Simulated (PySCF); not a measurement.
Gas-phase reaction: CH2CF2 + 4 C2H5F = 2 CH3CF3 + 2 C3H8

Energies from PySCF, thermal terms from the rigid-rotor harmonic-oscillator model, ideal gas at 1 bar. † marks an energy on the PBE0/def2-TZVP geometry and frequencies; other levels use their own. MP2 freezes the core. 6-31G* has spherical d functions here. All species are closed-shell singlets. B3LYP is the form with VWN-RPA correlation. MP2 isn't extrapolated to the basis-set limit; its ΔH°(298 K) is -341.0 kJ in def2-SVP and -293.9 kJ in def2-TZVPP. The harmonic model lacks anharmonicity and excited electronic states, which grow with temperature; levels with a mode under 35 cm⁻¹ are left out. Internal rotation in C2H5F, CH3CF3, C3H8 is treated as a harmonic vibration of one conformer, which makes the entropy rough.

```csv
level,"ΔE electronic, kJ","ΔH°(298 K), kJ","ΔS°(298 K), J/K","ΔG°(1600 K), kJ"
B3LYP/def2-TZVP†,-238,-234,-210,82
HF/6-31G*,-315,-313,-213,9
HF/def2-TZVP†,-261,-257,-210,60
MP2/def2-SVP†,-345,-341,-210,-25
PBE/def2-SVP,-314,-309,-210,6
PBE/def2-TZVP†,-260,-256,-210,61
PBE0/def2-QZVP†,-277,-273,-210,43
PBE0/def2-SVP†,-331,-327,-210,-11
PBE0/def2-TZVP,-283,-279,-210,38
ωB97X-V/def2-TZVP†,-290,-286,-210,30
```
ΔH° is lowest at MP2/def2-SVP† and highest at B3LYP/def2-TZVP†. No reference value is set beside these.
